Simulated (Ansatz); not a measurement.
# A basis-limit estimate, worked out

An elementary step of BNH₆S, closed shell (BNH₄ ([BH2][NH2]) + H₂S → BH₃S ([BH2][SH]) + NH₃ (still joined by a long B–N bond); bonds formed: B1–S6, N2–H5; bonds broken: H5–S6; bonds weakened to dative contacts: B1–N2). “Start” is the structure reached by relaxing down from the saddle towards the reactants; PBE0-D4/def2-TZVP structures. The saddle:

B1  (0.071, -0.573, -0.550)
N2  (0.974, 0.410, 0.191)
H3  (0.074, -0.459, -1.743)
H4  (-0.042, -1.670, -0.080)
H5  (-0.415, 0.977, 0.390)
S6  (-1.761, 0.455, -0.022)
H7  (1.624, 0.940, -0.371)
H8  (1.432, 0.071, 1.025)
H9  (-1.957, -0.151, 1.160)
(Å)

Program: Ansatz 0.2.0. Basis: def2-TZVPP and def2-QZVPP. Cores are frozen in the correlated methods.

Energies in eV:

| quantity | saddle | start |
| --- | --- | --- |
| Hartree–Fock, triple zeta (X = 3) | -13066.16034 | -13067.93169 |
| Hartree–Fock, quadruple zeta (X = 4) | -13066.57965 | -13068.35981 |
| MP2 correlation, X = 3 | -14.98982 | -14.20816 |
| MP2 correlation, X = 4 | -16.05749 | -15.25814 |
| CCSD(T) correlation, X = 3 | -16.71399 | -16.04019 |

Work out the barrier at the basis limit: extrapolate Hartree–Fock as E(X) = E∞ + A exp(−7.88 √X) and the MP2 correlation as E(X) = E∞ + B X^−2.97 (the exponents that Neese and Valeev fitted for def2-TZVPP and QZVPP), then add CCSD(T) − MP2 in triple zeta.

Each step is linear, so take the differences first (saddle − start): Hartree–Fock 1.77135 (X = 3) and 1.78016 (X = 4); MP2 correlation -0.78166 and -0.79935; CCSD(T) correlation -0.67380.
Two points give E∞ = E(4) + w [E(4) − E(3)], with w = 1/(exp(7.88 (2 − √3)) − 1) = 0.1377 for Hartree–Fock and w = 1/((4/3)^2.97 − 1) = 0.7407 for the correlation.
Hartree–Fock: 1.78016 + 0.1377 × 0.00881 = 1.7814 eV.
MP2 correlation: -0.79935 + 0.7407 × (-0.01769) = -0.8125 eV.
CCSD(T) − MP2: -0.67380 − (-0.78166) = 0.1079 eV.
Sum: 1.7814 + (-0.8125) + 0.1079 = 1.0768 eV, or 24.83 kcal/mol. Plain CCSD(T) in triple zeta gives 1.0976 eV, so the larger basis shifts the result by -0.0208 eV.

T1 diagnostic: at most 0.012.

Labels in which every atom is bracketed show which atoms are joined, not bond orders.

For scale, one of the runs: CCSD(T)/def2-TZVPP, 188 basis functions, launched by `ansatz run in.yaml --threads 2 --pin off --events-out ev --progress --plain --max-ram 4352MiB`. Time: 41 s of wall clock on 2 CPU threads of an Arm Neoverse V1; the host was shared. Peak host memory: 1.9 GiB.
